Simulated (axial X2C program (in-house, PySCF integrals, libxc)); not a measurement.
# Potential curves of LiP⁻, scalar-relativistic

All values were computed with an in-house all-electron X2C program for linear molecules (integrals from PySCF). Spin-free means the one-electron spin-free X2C Hamiltonian. Basis: P dyall-av3z [9s8p3d2f], Li dyall-av3z [9s9p3d] (cores contracted in-house); Gaussian nuclei, density fitting, unrestricted open shells. Masses: P 30.974 u, Li 7.016 u.

State: M_S = 3/2, Λ = 0 (beyond evenly filled blocks: σα, π+α, π-α). Energies in kJ/mol from the fragments at the same level (P- + Li). Fits are polynomials in 1 − R0/R over 0.85 to 1.23 times the lowest point R0.

```
 R (Å)      MP2     PBE0     PW91
1.9671   -83.50   -98.40   -97.32
2.0575  -112.57  -125.49  -124.19
2.1253  -127.86  -139.53  -138.19
2.1932  -138.78  -149.35  -148.06
2.2610  -146.17  -155.80  -154.62
2.3401  -151.30  -159.97  -159.00
2.4193  -153.51  -161.36  -160.65
2.5210  -153.18  -160.15  -159.85
2.6454  -149.42  -155.51  -155.76
2.7052  -146.72  -152.46  -152.99
2.8262  -140.08  -145.23  -146.32
```

Correlated methods: 7 electrons correlated (number of frozen shells: P 2 s, 1 p; Li 1 s), 191 virtual spin orbitals or spinors in MP2.

The state is a single determinant with fixed occupations, the lowest that a limited PBE0 search found. De is counted from the lowest determinant-based energies of the atoms at the same level, without counterpoise correction. Other states lie close and PBE0, whose exact exchange favours high spin, may order them wrongly; the determinant shown need not be the ground state. The nearest other spin-free determinant of the search, M_S = 1/2, Λ = 0, lies 0.02 eV up at the distance of the search. At some level and bond length an empty orbital lies below a filled one. The highest occupied level of some functionals is positive through self-interaction error; at Hartree–Fock it is bound. MP2 and coupled cluster on one determinant become unreliable at the stretched end.

**Question.** What are Re, ωe and De at the MP2 level?

**Answer.** At MP2, spin-free: Re = 2.458 Å, ωe ≈ 388 cm⁻¹, De = 1.59 eV to P- + Li; Be follows as 0.488 cm⁻¹.

**Question.** What are Re, ωe and De at the PBE0 level?

**Answer.** At PBE0, spin-free: Re = 2.429 Å, ωe ≈ 398 cm⁻¹, De = 1.67 eV to P- + Li; Be follows as 0.5 cm⁻¹.

**Question.** What are Re, ωe and De at the PW91 level?

**Answer.** At PW91, spin-free: Re = 2.441 Å, ωe ≈ 386 cm⁻¹, De = 1.67 eV to P- + Li; Be follows as 0.495 cm⁻¹.
